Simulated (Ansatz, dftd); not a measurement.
Reaction: C2H2F2 (1,1-difluoroethene, SMILES C=C(F)F) → C2H2F (SMILES F[C]=C, doublet) + F (doublet) (the C-F bond breaks)
Each species at its own B3LYP-D3(BJ)/def2-TZVP minimum (Ansatz, a quantum-chemistry and plane-wave program).

Property: bond dissociation energy (electronic), in kcal/mol. Open shells are spin-unrestricted; no spin-orbit coupling. Cores are frozen in correlated methods. Rows without X2C or -DK are non-relativistic. CBS(X,Y): correlation extrapolated as X^-3, Hartree-Fock from the larger set (Q,5: extrapolated as (X+1)exp(-9√X)). A bracket is a step between two methods taken in the basis named. The functionals are non-relativistic, so their misses hold any scalar relativity. '+ core + X2C': CCSD(T) terms for core correlation (cc-pwCVTZ) and scalar relativity (cc-pVTZ-DK). The UHF reference of C2H2F (C=[C]F, doublet) is spin-contaminated (<S^2> up to 0.18 over the pure value in the sets run).

| level | program | bond dissociation energy (kcal/mol) | difference against the last row |
|---|---|---|---|
| HF/cc-pVQZ | Ansatz | 85.8 | -46.4 |
| HF/CBS(cc-pVQZ,cc-pV5Z) | Ansatz | 85.8 | -46.4 |
| PBE-D4/def2-TZVPD | Ansatz + dftd4 | 134.9 | 2.7 |
| r2SCAN/def2-TZVPD | Ansatz | 128.5 | -3.7 |
| PBE0/def2-TZVPD | Ansatz | 129.2 | -3.0 |
| MP2/cc-pVTZ | Ansatz | 142.2 | 10.0 |
| CCSD/CBS(cc-pVQZ,cc-pV5Z) | Ansatz | 129.0 | -3.2 |
| CCSDT(Q)/cc-pVDZ | Ansatz | 121.5 | -10.7 |
| CCSD(T)/CBS(cc-pVQZ,cc-pV5Z) + [CCSDT(Q) - CCSD(T)]/cc-pVDZ + core + X2C | Ansatz | 132.2 | 0.0 |
